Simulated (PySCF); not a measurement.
## Working out the electron affinity of B

B⁻ [He] 2s2 2p2 (3P) → B [He] 2s2 2p1 (2P). All numbers are calculated (PySCF 2.14, scalar relativity by spin-free X2C-1e, in x2c-QZVPPall with one added diffuse shell each of s, p, d, f type (8s5p4d3f1g, 73 functions)). Frozen: nothing. Energies in hartree (1 hartree = 27.21139 eV):

| part | B⁻ (lower) | B (upper) |
| --- | --- | --- |
| UHF | -24.528558 | -24.539857 |
| CCSD correlation | -0.103530 | -0.085753 |
| (T) | -0.004115 | -0.001734 |

**Question.** What does Hartree-Fock give?

**Answer.** (-24.539857) − (-24.528558) = -0.011299 hartree = -0.307 eV.

**Question.** What do CCSD and CCSD(T) give?

**Answer.** The CCSD correlation energies differ by 0.017777 hartree = 0.484 eV and the triples by 0.002381 hartree = 0.065 eV, so CCSD gives 0.177 eV and CCSD(T) 0.242 eV.

A first-order spin-orbit estimate adds -0.001 eV to CCSD(T) (valence and next inner shell), giving 0.241 eV against 0.280 eV (measured; photodetachment measurements, as compiled on the Wikipedia data page of electron affinities).

What remains against the reference includes basis incompleteness and higher excitations.
